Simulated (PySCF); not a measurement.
# C4H5N: the cost of one run

Programs: PySCF 2.14.0, with density-fitted response routines of our own. Each step states its level of theory. These are calculated values for one molecule, in the gas phase or a continuum, unless marked as measured. Atoms are numbered from 0 throughout.

### Step 1. The starting structure

10 atoms, charge 0, multiplicity 1; geometry from: GFN2-xTB. The atoms were then displaced at random by about 0.01 Å, so the start is not that level's minimum.

Bonds of the start (Å): C0–C1 1.43, C1–C2 1.36, C2–N3 1.41, N3–C4 1.33, C4–C0 1.34, C0–H5 1.09, C1–H6 1.06, C2–H7 1.04, N3–H8 1.00, C4–H9 1.07.

### Step 2. Optimising the geometry at PBE0-D3(BJ)/def2-TZVP

The job: settings as JSON, then the geometry in Å.

```
{"job": {"xc": "PBE0", "basis": "def2-TZVP", "d3": "d3bj", "grid": 2, "shake": 0.01, "kind": "geom"}, "charge": 0, "multiplicity": 1}
C      0.419630     1.091030    -0.033130
C     -0.953490     0.701700    -0.093310
C     -0.977070    -0.661450    -0.030310
N      0.362540    -1.084400     0.068260
C      1.159380    -0.020050     0.052580
H      0.754620     2.130660    -0.071600
H     -1.795650     1.342550    -0.171480
H     -1.760880    -1.345320    -0.035990
H      0.618030    -2.042330     0.155430
H      2.223330    -0.133330     0.138510
```

Launch:

```console
$ OMP_NUM_THREADS=2 python probes_run.py task.json out
```

The driver reads the jobs from task.json and runs them one after another.

**Question.** How long does this first job take on 2 threads of AMD EPYC 7R43, shared host, and how much memory does it need?

About 1.9 min, with a peak of 0.89 GiB.
